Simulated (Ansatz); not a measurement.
One elementary step

Start structure (BH4F, closed shell), relaxed at PBE0-D4/def2-TZVP:

B1  (-0.009, 0.496, -0.796)
F2  (1.302, 0.629, -0.784)
H3  (-0.470, -0.451, -1.366)
H4  (-0.662, 1.338, -0.249)
H5  (0.291, -0.984, 1.626)
H6  (-0.452, -1.028, 1.568)
(Å)

The step: BH₂F ([BH2][F]) + H₂ → BH₃ + HF; bonds formed: B1–H6, F2–H5; bonds broken: B1–F2, H5–H6. Ansatz 0.2.0; basis: def2-TZVPP and def2-QZVPP; cores frozen in the correlated methods. Extrapolation: Hartree–Fock as exp(−7.88 √X), correlation as X^−2.97. Energies below are by CCSD(T) at an estimated basis limit (MP2 extrapolated from triple and quadruple zeta, plus CCSD(T) − MP2 in triple zeta).

Question: What are the electronic barrier and the energy of the step, from the start structure to the end structure? (Judge from chemistry; the value comes from the calculation.)

Answer: Computed: Barrier 41.78 kcal/mol; step energy 27.64 kcal/mol (uphill); reverse barrier, their difference, 14.13 kcal/mol. Barrier and step energy count from the start structure, the reverse barrier from the end structure.

The saddle point: One imaginary mode of 1102i cm⁻¹.
```tsv
pair	start (Å)	saddle (Å)	end (Å)
B1–H6	2.85	1.30	1.20
F2–H5	3.07	1.13	0.93
B1–F2	1.32	1.63	2.01
H5–H6	0.75	1.08	2.25
```

Zero-point energy (harmonic, PBE0-D4): ZPE is 21.37 kcal/mol at the start and 24.28 kcal/mol at the saddle, so the barrier goes from 41.78 to 44.69 kcal/mol.

The T1 diagnostic stays at or below 0.013. The start structure is not quite a true minimum (one mode of 53i cm⁻¹).

Labels in which every atom is bracketed show which atoms are joined, not bond orders.

For scale, one of the runs: CCSD(T)/def2-TZVPP, 118 basis functions, launched by `ansatz run in.yaml --threads 2 --pin off --events-out ev --progress --plain --max-ram 4352MiB`. The run took about 3.1 s on 2 CPU threads of an Arm Neoverse V2 (shared host).
